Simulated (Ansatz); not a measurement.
# CH₃NSi (built from SMILES N#C[SiH3]): a barrier at many levels of theory, part 1 of 3

Aim: the barrier and energy of one elementary step (Si1–N3 formed, Si1–C2 broken) from LDA up to coupled cluster, on fixed structures, to see where each rung fails.

Computed with Ansatz 0.2.0, Gaussian basis. Level: single points in def2-TZVPP on PBE0-D4/def2-TZVP structures.

Levels: SPW92, PBE-D4, BLYP-D4, r2SCAN-D4, B97M-V, PBE0-D4, B3LYP-D4, r2SCAN0-D4, BHLYP-D4, CAM-B3LYP-D4, wB97X-V, wB97M-V, B2PLYP, PBE-QIDH, RPA on PBE, Hartree-Fock, MP2, CCSD, CCSD(T). The reference is CCSD(T) at the basis limit, from triple and quadruple zeta. Zero-point energies come from PBE0-D4 vibrations.

Correlated methods freeze the cores. B3LYP uses VWN-RPA correlation. B2PLYP carries no dispersion term here.

4 further runs of the same task are left out: 4 set aside as unsound or not needed.

### Step 1. Start, saddle and end, as given

Charge 0, multiplicity 1. The folders r, ts and p hold the start, the saddle and the end; their coordinates stand in the first inputs.

```
  pair  r (Å)  ts (Å)  p (Å)
Si1–N3  3.000   2.104  1.739
Si1–C2  1.848   1.978  2.910
```

### Step 2. SPW92/def2-TZVPP

File r/in.yaml:

```yaml
crystal:
  periodic: [false, false, false]
  atoms:
    - {symbol: Si, position_ang: [-0.418204, 0.205784, 0.354890]}
    - {symbol: C, position_ang: [0.901318, -0.443542, -0.764791]}
    - {symbol: N, position_ang: [1.723420, -0.848080, -1.462445]}
    - {symbol: H, position_ang: [-0.534813, 1.659296, 0.108200]}
    - {symbol: H, position_ang: [-1.673376, -0.500486, 0.018927]}
    - {symbol: H, position_ang: [0.001756, -0.073073, 1.745218]}
basis:
  gaussian: {orbitals: def2-TZVPP}
hamiltonian: {xc: lda}
```

File ts/in.yaml:

```yaml
crystal:
  periodic: [false, false, false]
  atoms:
    - {symbol: Si, position_ang: [-0.302799, 0.150035, 0.257483]}
    - {symbol: C, position_ang: [0.655570, -0.294444, -1.415235]}
    - {symbol: N, position_ang: [1.404832, -0.716917, -0.612998]}
    - {symbol: H, position_ang: [-0.436656, 1.616103, 0.135332]}
    - {symbol: H, position_ang: [-1.583239, -0.558706, 0.056604]}
    - {symbol: H, position_ang: [0.262392, -0.196172, 1.578814]}
basis:
  gaussian: {orbitals: def2-TZVPP}
hamiltonian: {xc: lda}
```

File p/in.yaml:

```yaml
crystal:
  periodic: [false, false, false]
  atoms:
    - {symbol: Si, position_ang: [-0.328778, 0.156348, 0.412761]}
    - {symbol: C, position_ang: [1.409864, -0.670501, -1.769819]}
    - {symbol: N, position_ang: [0.710953, -0.338256, -0.890620]}
    - {symbol: H, position_ang: [-0.497189, 1.622140, 0.320995]}
    - {symbol: H, position_ang: [-1.621076, -0.541776, 0.245676]}
    - {symbol: H, position_ang: [0.326326, -0.228056, 1.681008]}
basis:
  gaussian: {orbitals: def2-TZVPP}
hamiltonian: {xc: lda}
```

One command serves all of them, each in its own folder.

Command:

```bash
> ansatz run in.yaml --threads 2 --pin off --events-out ev --progress --plain --max-ram 4352MiB
```

Output in r (excerpt; [...] marks lines left out):

```text
Functional definition: SPW92
  name "SPW92"
  cite "Dirac, Proc. Camb. Phil. Soc. 26, 376 (1930) doi:10.1017/S0305004100016108"
  cite "Slater, Phys. Rev. 81, 385 (1951) doi:10.1103/PhysRev.81.385"
  cite "Perdew & Wang, Phys. Rev. B 45, 13244 (1992) doi:10.1103/PhysRevB.45.13244"
[...]
800 factors; their error is unknown
[...]
mean field -10399.86385391 eV, -382.1879473505 hartree, gradient 3.6e-5 eV, S^2 0.000000; 0 other end points of the search recorded, 0 dependent functions left out
reference -10399.86388752 eV, -382.1879485853 hartree; 15, 15 occupied and 131, 131 virtual orbitals, 800 factors
Total energy: -10399.86388752 eV, -382.1879485853 hartree
```

Output in ts (excerpt; [...] marks lines left out):

```text
[... 5 set-up lines as earlier in the session ...]
[...]
800 factors; their error is unknown
[...]
mean field -10398.71298374 eV, -382.1456536517 hartree, gradient 3.9e-5 eV, S^2 0.000000; 0 other end points of the search recorded, 0 dependent functions left out
reference -10398.71301687 eV, -382.1456548692 hartree; 15, 15 occupied and 131, 131 virtual orbitals, 800 factors
Total energy: -10398.71301687 eV, -382.1456548692 hartree
```

Log of p (excerpt; [...] marks lines left out):

```text
[... 5 set-up lines as earlier in the session ...]
[...]
800 factors; their error is unknown
[...]
mean field -10399.60649004 eV, -382.1784894025 hartree, gradient 3.3e-5 eV, S^2 0.000000; 0 other end points of the search recorded, 0 dependent functions left out
reference -10399.60652538 eV, -382.1784907012 hartree; 15, 15 occupied and 131, 131 virtual orbitals, 800 factors
Total energy: -10399.60652538 eV, -382.1784907012 hartree
```

Times: 0.7 s (r), 0.75 s (ts), 0.7 s (p) on 2 threads of Arm Neoverse V1, shared host.

This gives 26.5 kcal/mol for the barrier and +5.9 kcal/mol for the step.

### Step 3. PBE-D4/def2-TZVPP

The same edit goes into each in.yaml of step 2 (r, ts, p):

```diff
-hamiltonian: {xc: lda}
+hamiltonian: {xc: pbe, dispersion: d4}
```

One command serves all of them, each in its own folder.

Command:

```bash
> ansatz run in.yaml --threads 2 --pin off --events-out ev --progress --plain --max-ram 4352MiB
```

Output in r (excerpt; [...] marks lines left out):

```text
Functional definition: PBE
  name "PBE"
  cite "Perdew, Burke & Ernzerhof, Phys. Rev. Lett. 77, 3865 (1996) doi:10.1103/PhysRevLett.77.3865"
  parent pbe
[...]
800 factors; their error is unknown
[...]
mean field -10446.69329789 eV, -383.9088976744 hartree, gradient 3.3e-5 eV, S^2 0.000000; 0 other end points of the search recorded, 0 dependent functions left out
reference -10446.69333379 eV, -383.9088989938 hartree; 15, 15 occupied and 131, 131 virtual orbitals, 800 factors
Total energy: -10446.78193510 eV, -383.9121550317 hartree
```

ts printed (excerpt; [...] marks lines left out):

```text
[... 4 set-up lines as earlier in the session ...]
[...]
800 factors; their error is unknown
[...]
mean field -10445.52019565 eV, -383.8657869622 hartree, gradient 3.6e-5 eV, S^2 0.000000; 0 other end points of the search recorded, 0 dependent functions left out
reference -10445.52023086 eV, -383.8657882563 hartree; 15, 15 occupied and 131, 131 virtual orbitals, 800 factors
Total energy: -10445.61676131 eV, -383.8693356847 hartree
```

Output in p (excerpt; [...] marks lines left out):

```text
[... 4 set-up lines as earlier in the session ...]
[...]
800 factors; their error is unknown
[...]
mean field -10446.41026206 eV, -383.8984962996 hartree, gradient 3.1e-5 eV, S^2 0.000000; 0 other end points of the search recorded, 0 dependent functions left out
reference -10446.41029945 eV, -383.8984976736 hartree; 15, 15 occupied and 131, 131 virtual orbitals, 800 factors
Total energy: -10446.50678310 eV, -383.9020433824 hartree
```

Times: 1.1 s (r), 1.2 s (ts), 1.1 s (p) on 2 threads of Arm Neoverse V1, shared host.

Barrier 26.9 kcal/mol; end less start +6.3 kcal/mol.

### Step 4. BLYP-D4/def2-TZVPP

The same edit goes into each in.yaml of step 3 (r, ts, p):

```diff
-hamiltonian: {xc: pbe, dispersion: d4}
+hamiltonian: {xc: {name: BLYP}, dispersion: d4}
```

Each run has its own folder and the same command.

Command:

```bash
> ansatz run in.yaml --threads 2 --pin off --events-out ev --progress --plain --max-ram 4352MiB
```

Log of r (excerpt; [...] marks lines left out):

```text
Functional definition: BLYP
  name "BLYP"
  cite "Becke, Phys. Rev. A 38, 3098 (1988) doi:10.1103/PhysRevA.38.3098"
  cite "Lee, Yang & Parr, Phys. Rev. B 37, 785 (1988) doi:10.1103/PhysRevB.37.785"
[...]
800 factors; their error is unknown
[...]
mean field -10453.36954634 eV, -384.1542452797 hartree, gradient 3.6e-5 eV, S^2 0.000000; 0 other end points of the search recorded, 0 dependent functions left out
reference -10453.36985292 eV, -384.1542565464 hartree; 15, 15 occupied and 131, 131 virtual orbitals, 800 factors
Total energy: -10453.56846094 eV, -384.1615552562 hartree
```

Output in ts (excerpt; [...] marks lines left out):

```text
[... 4 set-up lines as earlier in the session ...]
[...]
800 factors; their error is unknown
[...]
mean field -10452.11777562 eV, -384.1082435541 hartree, gradient 3.8e-5 eV, S^2 0.000000; 0 other end points of the search recorded, 0 dependent functions left out
reference -10452.11807649 eV, -384.1082546111 hartree; 15, 15 occupied and 131, 131 virtual orbitals, 800 factors
Total energy: -10452.33714084 eV, -384.1163050772 hartree
```

Output in p (excerpt; [...] marks lines left out):

```text
[... 4 set-up lines as earlier in the session ...]
[...]
800 factors; their error is unknown
[...]
mean field -10453.15034764 eV, -384.1461898759 hartree, gradient 5.2e-5 eV, S^2 0.000000; 0 other end points of the search recorded, 0 dependent functions left out
reference -10453.15066834 eV, -384.1462016616 hartree; 15, 15 occupied and 131, 131 virtual orbitals, 800 factors
Total energy: -10453.36796374 eV, -384.1541871203 hartree
```

They took 1.2 s (r), 1.3 s (ts), 1.2 s (p) on 2 threads of Arm Neoverse V1, shared host.

This gives 28.4 kcal/mol for the barrier and +4.6 kcal/mol for the step.

### Step 5. r2SCAN-D4/def2-TZVPP

Each input of step 4 (r, ts, p) changes in the same lines:

```diff
-hamiltonian: {xc: {name: BLYP}, dispersion: d4}
+hamiltonian: {xc: r2scan, dispersion: d4}
```

Each run has its own folder and the same command.

Command:

```bash
> ansatz run in.yaml --threads 2 --pin off --events-out ev --progress --plain --max-ram 4352MiB
```

Output in r (excerpt; [...] marks lines left out):

```text
Functional definition: r2SCAN
  name "r2SCAN"
  cite "Furness, Kaplan, Ning, Perdew & Sun, J. Phys. Chem. Lett. 11, 8208 (2020) doi:10.1021/acs.jpclett.0c02405"
  cite "Furness, Kaplan, Ning, Perdew & Sun, J. Phys. Chem. Lett. 11, 9248 (2020) doi:10.1021/acs.jpclett.0c03077"
  parent r2scan
[...]
800 factors; their error is unknown
[...]
mean field -10451.76223722 eV, -384.0951777589 hartree, gradient 7.0e-5 eV, S^2 0.000000; 0 other end points of the search recorded, 0 dependent functions left out
reference -10451.76224796 eV, -384.0951781535 hartree; 15, 15 occupied and 131, 131 virtual orbitals, 800 factors
Total energy: -10451.78285227 eV, -384.0959353480 hartree
```

Log of ts (excerpt; [...] marks lines left out):

```text
[... 5 set-up lines as earlier in the session ...]
[...]
800 factors; their error is unknown
[...]
mean field -10450.60047710 eV, -384.0524838622 hartree, gradient 5.0e-5 eV, S^2 0.000000; 0 other end points of the search recorded, 0 dependent functions left out
reference -10450.60048776 eV, -384.0524842538 hartree; 15, 15 occupied and 131, 131 virtual orbitals, 800 factors
Total energy: -10450.62207415 eV, -384.0532775390 hartree
```

Output in p (excerpt; [...] marks lines left out):

```text
[... 5 set-up lines as earlier in the session ...]
[...]
800 factors; their error is unknown
[...]
mean field -10451.56310750 eV, -384.0878598766 hartree, gradient 3.8e-5 eV, S^2 0.000000; 0 other end points of the search recorded, 0 dependent functions left out
reference -10451.56311906 eV, -384.0878603015 hartree; 15, 15 occupied and 131, 131 virtual orbitals, 800 factors
Total energy: -10451.58536980 eV, -384.0886780012 hartree
```

They took 2.4 s (r), 2.5 s (ts), 2.6 s (p) on 2 threads of Arm Neoverse V1, shared host.

At this level: barrier 26.8 kcal/mol, step energy +4.6 kcal/mol.

### Step 6. B97M-V/def2-TZVPP

The same edit goes into each in.yaml of step 5 (r, ts, p):

```diff
-hamiltonian: {xc: r2scan, dispersion: d4}
+hamiltonian: {xc: {name: B97M-V}}
```

Each run has its own folder and the same command.

Command:

```bash
> ansatz run in.yaml --threads 2 --pin off --events-out ev --progress --plain --max-ram 4352MiB
```

r printed (excerpt; [...] marks lines left out):

```text
Functional definition: B97M-V
  name "B97M-V"
  cite "Mardirossian & Head-Gordon, J. Chem. Phys. 142, 074111 (2015) doi:10.1063/1.4907719"
  cite "Becke, J. Chem. Phys. 107, 8554 (1997) doi:10.1063/1.475007"
  cite "Vydrov & Van Voorhis, J. Chem. Phys. 133, 244103 (2010) doi:10.1063/1.3521275"
  # Of w^i u^j: cxij and so on, Table III.
[...]
  gx(w, u) = cx00 + cx01*u + cx02*u^2 + (cx10 + cx11*u)*w
[...]
  gos(w, u) = cos00 + cos01*u + cos03*u^3 + cos10*w + cos32*w^3*u^2
[...]
      + integral(e_c_pw_mod_opposite_spin*gos(b97_w_opposite, b97_u_opposite)) + vv10(b, c)
800 factors; their error is unknown
[...]
mean field -10451.76313113 eV, -384.0952106096 hartree, gradient 6.4e-5 eV, S^2 0.000000; 0 other end points of the search recorded, 0 dependent functions left out
reference -10451.76318486 eV, -384.0952125841 hartree; 15, 15 occupied and 131, 131 virtual orbitals, 800 factors
Total energy: -10451.76318486 eV, -384.0952125841 hartree
```

Output in ts (excerpt; [...] marks lines left out):

```text
[... 5 set-up lines as earlier in the session ...]
  # Of w^i u^j: cxij and so on, Table III.
[...]
  gx(w, u) = cx00 + cx01*u + cx02*u^2 + (cx10 + cx11*u)*w
[...]
  gos(w, u) = cos00 + cos01*u + cos03*u^3 + cos10*w + cos32*w^3*u^2
[...]
      + integral(e_c_pw_mod_opposite_spin*gos(b97_w_opposite, b97_u_opposite)) + vv10(b, c)
800 factors; their error is unknown
[...]
mean field -10450.60372063 eV, -384.0526030596 hartree, gradient 2.3e-5 eV, S^2 0.000000; 0 other end points of the search recorded, 0 dependent functions left out
reference -10450.60377377 eV, -384.0526050124 hartree; 15, 15 occupied and 131, 131 virtual orbitals, 800 factors
Total energy: -10450.60377377 eV, -384.0526050124 hartree
```

p printed (excerpt; [...] marks lines left out):

```text
[... 5 set-up lines as earlier in the session ...]
  # Of w^i u^j: cxij and so on, Table III.
[...]
  gx(w, u) = cx00 + cx01*u + cx02*u^2 + (cx10 + cx11*u)*w
[...]
  gos(w, u) = cos00 + cos01*u + cos03*u^3 + cos10*w + cos32*w^3*u^2
[...]
      + integral(e_c_pw_mod_opposite_spin*gos(b97_w_opposite, b97_u_opposite)) + vv10(b, c)
800 factors; their error is unknown
[...]
mean field -10451.65277797 eV, -384.0911552055 hartree, gradient 2.7e-5 eV, S^2 0.000000; 0 other end points of the search recorded, 0 dependent functions left out
reference -10451.65283512 eV, -384.0911573058 hartree; 15, 15 occupied and 131, 131 virtual orbitals, 800 factors
Total energy: -10451.65283512 eV, -384.0911573058 hartree
```

Wall times: 4.8 s (r), 5 s (ts), 5.5 s (p) on 2 threads of Arm Neoverse V1, shared host.

Barrier 26.7 kcal/mol; end less start +2.5 kcal/mol.

### Step 7. PBE0-D4/def2-TZVPP

The same edit goes into each in.yaml of step 6 (r, ts, p):

```diff
-hamiltonian: {xc: {name: B97M-V}}
+hamiltonian: {xc: pbe0, dispersion: d4}
+output: {orbitals: {seedname: orbitals}}
```

The same command starts each run, in its folder.

Command:

```bash
> ansatz run in.yaml --threads 2 --pin off --events-out ev --progress --plain --max-ram 4352MiB
```

Output in r (excerpt; [...] marks lines left out):

```text
Functional definition: PBE0
  name "PBE0"
  cite "Adamo & Barone, J. Chem. Phys. 110, 6158 (1999) doi:10.1063/1.478522"
[... 2 set-up lines as earlier in the session ...]
[...]
803 factors; their error is unknown
[...]
mean field -10447.51449466 eV, -383.9390760991 hartree, gradient 1.1e-5 eV, S^2 0.000000; 0 other end points of the search recorded, 0 dependent functions left out
reference -10447.51452188 eV, -383.9390770994 hartree; 15, 15 occupied and 131, 131 virtual orbitals, 803 factors
Total energy: -10447.58855645 eV, -383.9417978196 hartree
```

Output in ts (excerpt; [...] marks lines left out):

```text
[... 5 set-up lines as earlier in the session ...]
[...]
803 factors; their error is unknown
[...]
mean field -10446.34710396 eV, -383.8961752821 hartree, gradient 1.5e-5 eV, S^2 0.000000; 0 other end points of the search recorded, 0 dependent functions left out
reference -10446.34713060 eV, -383.8961762612 hartree; 15, 15 occupied and 131, 131 virtual orbitals, 803 factors
Total energy: -10446.42697687 eV, -383.8991105575 hartree
```

Log of p (excerpt; [...] marks lines left out):

```text
[... 5 set-up lines as earlier in the session ...]
[...]
803 factors; their error is unknown
[...]
mean field -10447.31950954 eV, -383.9319105283 hartree, gradient 8.2e-5 eV, S^2 0.000000; 0 other end points of the search recorded, 0 dependent functions left out
reference -10447.31953765 eV, -383.9319115610 hartree; 15, 15 occupied and 131, 131 virtual orbitals, 803 factors
Total energy: -10447.39992601 eV, -383.9348657787 hartree
```

Times: 1.6 s (r), 2.2 s (ts), 1.4 s (p) on 2 threads of Arm Neoverse V1, shared host.

Barrier 26.8 kcal/mol; end less start +4.3 kcal/mol.

Fields of r:

Orbitals, density, ELF and potential are computed afterwards from the orbital file.

Frontier orbitals at PBE0-D4/def2-TZVPP, with the share of their density that lies nearest to each atom:

```
orbital  energy (eV)                     lies on
 HOMO-1        -9.86   N3 43 %; C2 29 %; H5 15 %
   HOMO        -9.86   N3 42 %; C2 29 %; H6 16 %
   LUMO        -0.62  C2 30 %; N3 28 %; Si1 13 %
```

ELF in a plane through or near 3 of the atoms.

Values, 10 rows by 14 columns:
```
0.00 0.00 0.00 0.00 0.00 0.00 0.00 0.00 0.00 0.00 0.00 0.00 0.00 0.00
0.00 0.00 0.00 0.00 0.00 0.00 0.00 0.00 0.01 0.00 0.00 0.00 0.00 0.00
0.00 0.00 0.00 0.01 0.03 0.01 0.01 0.35 0.87 0.73 0.06 0.00 0.00 0.00
0.00 0.01 0.19 0.32 0.31 0.31 0.09 0.57 0.96 0.89 0.24 0.00 0.00 0.00
0.00 0.22 0.84 0.89 0.76 0.60 0.86 0.08 0.22 0.54 0.06 0.00 0.00 0.00
0.00 0.34 0.92 0.77 0.48 0.41 0.95 0.50 0.48 0.21 0.04 0.00 0.00 0.00
0.00 0.06 0.59 0.69 0.58 0.60 0.43 0.54 0.93 0.84 0.20 0.00 0.00 0.00
0.00 0.00 0.05 0.13 0.14 0.13 0.03 0.62 0.98 0.93 0.30 0.00 0.00 0.00
0.00 0.00 0.00 0.00 0.00 0.00 0.00 0.11 0.49 0.26 0.01 0.00 0.00 0.00
0.00 0.00 0.00 0.00 0.00 0.00 0.00 0.00 0.00 0.00 0.00 0.00 0.00 0.00
```
The map spans 10.0 Å across and 7.7 Å up, centred on the molecule. Atoms in the plane (x, y in Å): Si1 (0.6, 0.0), C2 (-1.3, 0.0), N3 (-2.4, 0.0).

On the surface of density 0.002 e/bohr³ the electrostatic potential runs, from the 1st to the 99th percentile, from -1.59 V near N3 to 1.78 V near H5.

Fields of ts:

Orbitals, density, ELF and potential are computed afterwards from the orbital file.

Frontier orbitals at PBE0-D4/def2-TZVPP, with the share of their density that lies nearest to each atom:

| orbital | energy (eV) | lies on |
| --- | --- | --- |
| HOMO | -9.34 | C2 59 %; N3 21 %; H6 8 % |
| LUMO | -1.28 | N3 37 %; C2 34 %; Si1 12 % |

ELF in a plane through or near 4 of the atoms.

Values, 10 rows by 14 columns:
```
0.00 0.00 0.00 0.00 0.00 0.00 0.00 0.00 0.00 0.00 0.00 0.00 0.00 0.00
0.00 0.00 0.00 0.00 0.00 0.00 0.00 0.06 0.18 0.06 0.00 0.00 0.00 0.00
0.00 0.00 0.04 0.25 0.33 0.06 0.07 0.93 1.00 0.99 0.58 0.01 0.00 0.00
0.00 0.01 0.46 0.87 0.93 0.74 0.13 0.98 1.00 1.00 0.82 0.05 0.00 0.00
0.00 0.03 0.44 0.81 0.17 0.62 0.36 0.32 0.47 0.64 0.14 0.01 0.00 0.00
0.00 0.03 0.27 0.66 0.83 0.58 0.51 0.64 0.55 0.26 0.09 0.01 0.00 0.00
0.00 0.03 0.46 0.81 0.73 0.75 0.76 0.22 0.35 0.27 0.07 0.01 0.00 0.00
0.00 0.00 0.37 0.88 0.96 0.95 0.42 0.02 0.03 0.03 0.01 0.00 0.00 0.00
0.00 0.00 0.01 0.15 0.40 0.39 0.03 0.00 0.00 0.00 0.00 0.00 0.00 0.00
0.00 0.00 0.00 0.00 0.00 0.00 0.00 0.00 0.00 0.00 0.00 0.00 0.00 0.00
```
The map spans 8.4 Å across and 8.1 Å up, centred on the molecule. Atoms in the plane (x, y in Å): Si1 (0.4, 0.0), C2 (-1.4, -0.7), N3 (-1.6, 0.5), H6 (0.7, 1.4).

log10 of the density (e/Å³) in the same plane.

Values, 10 rows by 14 columns:
```
-4.0 -4.0 -4.0 -4.0 -4.0 -4.0 -4.0 -4.0 -4.0 -4.0 -4.0 -4.0 -4.0 -4.0
-4.0 -4.0 -4.0 -3.9 -3.6 -3.5 -3.1 -2.8 -2.6 -2.9 -3.4 -4.0 -4.0 -4.0
-4.0 -3.8 -2.8 -2.2 -2.0 -2.1 -1.9 -1.4 -1.1 -1.6 -2.3 -3.1 -4.0 -4.0
-4.0 -3.0 -1.8 -1.0 -0.6 -0.8 -1.1 -0.4  0.1 -0.8 -1.7 -2.7 -3.8 -4.0
-3.6 -2.5 -1.2 -0.1  0.9  0.3 -0.5 -0.1 -0.1 -0.8 -1.6 -2.5 -3.7 -4.0
-3.5 -2.5 -1.3 -0.3  0.4  0.3 -0.2  1.1  1.1 -0.7 -1.5 -2.4 -3.5 -4.0
-3.7 -2.7 -1.5 -0.6  0.1  0.2 -0.5 -0.8 -0.7 -1.1 -1.8 -2.6 -3.7 -4.0
-4.0 -3.2 -2.2 -1.6 -1.1 -1.1 -1.5 -1.9 -1.9 -2.2 -2.6 -3.3 -4.0 -4.0
-4.0 -3.9 -3.1 -2.6 -2.3 -2.3 -2.6 -2.9 -3.1 -3.3 -3.6 -4.0 -4.0 -4.0
-4.0 -4.0 -4.0 -4.0 -3.7 -3.7 -4.0 -4.0 -4.0 -4.0 -4.0 -4.0 -4.0 -4.0
```
The map spans 8.4 Å across and 8.1 Å up, centred on the molecule. Atoms in the plane (x, y in Å): Si1 (0.4, 0.0), C2 (-1.4, -0.7), N3 (-1.6, 0.5), H6 (0.7, 1.4).

On the surface of density 0.002 e/bohr³ the electrostatic potential runs, from the 1st to the 99th percentile, from -0.92 V near N3 to 1.48 V near H5.

Fields of p:

The fields below are evaluated on a grid from the run's orbitals.

Frontier orbitals at PBE0-D4/def2-TZVPP, with the share of their density that lies nearest to each atom:

```
orbital  energy (eV)                     lies on
   HOMO        -9.01             C2 89 %; N3 9 %
   LUMO        -0.29  C2 50 %; N3 20 %; Si1 10 %
```

ELF in a plane through or near 3 of the atoms.

Ten even steps from '0' (0.00) to '9' (0.99):
```
0000000000000000000000000000
0000000000000000000000000000
0000000000000000000000000000
0000000000000001110000000000
0000000000000015765100000000
0000122111000038887410000000
0005776323321148988420000000
0059998656665226887310000000
0279999667777312365200000000
0489997447358238512000000000
0489997247568346612000000000
0279999667777311476310000000
0049998656664248998520000000
0015776323321169999740000000
0000122110000169999840000000
0000000000000049999510000000
0000000000000014553000000000
0000000000000000000000000000
0000000000000000000000000000
0000000000000000000000000000
```
The map spans 9.9 Å across and 7.8 Å up, centred on the molecule. Atoms in the plane (x, y in Å): Si1 (0.6, 0.0), C2 (-2.4, 0.0), N3 (-1.2, 0.0).

On the surface of density 0.002 e/bohr³ the electrostatic potential runs, from the 1st to the 99th percentile, from -1.51 V near C2 to 1.72 V near H4.

(Continued in part 2 of 3.)
